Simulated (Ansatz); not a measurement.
# C4H4OS: the cost of one run

Computed with Ansatz 0.2.0 (the levels named in each step, unless a step's input says otherwise).

**1. The starting structure**

Bond lengths: O1–C2 1.197 Å, C2–C3 1.464 Å, C3–C4 1.329 Å, C4–C5 1.482 Å, C2–S6 1.789 Å, C5–S6 1.820 Å, C3–H7 1.076 Å, C4–H8 1.077 Å, C5–H9 1.092 Å, C5–H10 1.090 Å. Angles (14 of 16 angles, heavy atoms first): O1–C2–C3 128.5°, O1–C2–S6 123.3°, C3–C2–S6 108.2°, C2–C3–C4 116.0°, C3–C4–C5 116.1°, C4–C5–S6 106.5°, C2–S6–C5 93.2°, C2–C3–H7 118.2°, C4–C3–H7 125.8°, C3–C4–H8 124.9°, C5–C4–H8 119.0°, C4–C5–H9 112.1°, C4–C5–H10 112.1°, S6–C5–H9 108.8°.

Structure file:

```xyz
10

O     2.0921    0.3371   -0.0029
C     0.8955    0.3068    0.0288
C    -0.0383    1.4088    0.2659
C    -1.3289    1.0928    0.2484
C    -1.6476   -0.3320   -0.0082
S    -0.0554   -1.1878   -0.2225
H     0.3677    2.3909    0.4368
H    -2.1363    1.7889    0.4049
H    -2.1835   -0.7902    0.8252
H    -2.2414   -0.4638   -0.9133
```

**2. A rough first relaxation, PBE-D4/def2-SVP**

This run stands in another session on the same molecule. It ended at:

```xyz
10

O     2.1309    0.3498   -0.0030
C     0.9209    0.3044    0.0276
C    -0.0271    1.4221    0.2680
C    -1.3339    1.0910    0.2483
C    -1.6448   -0.3514   -0.0119
S    -0.0618   -1.2288   -0.2285
H     0.3793    2.4281    0.4437
H    -2.1539    1.8082    0.4097
H    -2.2138   -0.8002    0.8316
H    -2.2718   -0.4716   -0.9226
```

**3. Relaxation, PBE0-D4/def2-TZVPP**

This run stands in another session on the same molecule. It ended at:

```xyz
10

O     2.0917    0.3430   -0.0034
C     0.8945    0.2987    0.0274
C    -0.0366    1.4155    0.2672
C    -1.3227    1.0863    0.2473
C    -1.6343   -0.3456   -0.0111
S    -0.0639   -1.1968   -0.2219
H     0.3630    2.4055    0.4398
H    -2.1315    1.7898    0.4056
H    -2.1899   -0.7848    0.8218
H    -2.2463   -0.4600   -0.9098
```

**4. Frequencies, PBE0-D4/def2-TZVPP**

The input, input.yaml:

```yaml
crystal:
  periodic: [false, false, false]
  atoms:
    - { symbol: O, position_ang: [2.09172108, 0.34297943, -0.00336915] }
    - { symbol: C, position_ang: [0.89452773, 0.29867099, 0.02735933] }
    - { symbol: C, position_ang: [-0.03663352, 1.41545802, 0.26715778] }
    - { symbol: C, position_ang: [-1.32272448, 1.08628217, 0.24733532] }
    - { symbol: C, position_ang: [-1.63431443, -0.34557742, -0.01107596] }
    - { symbol: S, position_ang: [-0.06392937, -1.19680754, -0.22189953] }
    - { symbol: H, position_ang: [0.36297621, 2.4054948, 0.43980861] }
    - { symbol: H, position_ang: [-2.13146184, 1.78978713, 0.40563504] }
    - { symbol: H, position_ang: [-2.18991401, -0.78477967, 0.82184332] }
    - { symbol: H, position_ang: [-2.24632735, -0.45998791, -0.90979475] }
basis:
  gaussian: { orbitals: def2-TZVPP }
hamiltonian:
  xc: pbe0
  dispersion: d4
phonons: {}
```

On the command line:

```sh
$ ansatz run input.yaml --threads 4 --pin off --max-ram 10240MiB --backend cpu --events-out ev --progress --plain --runs-dir out
```

**Question.** How long does this run take on 4 threads of Arm Neoverse N1, shared host, and how much memory does it need?

About 6 min, with a peak of 0.8 GiB.
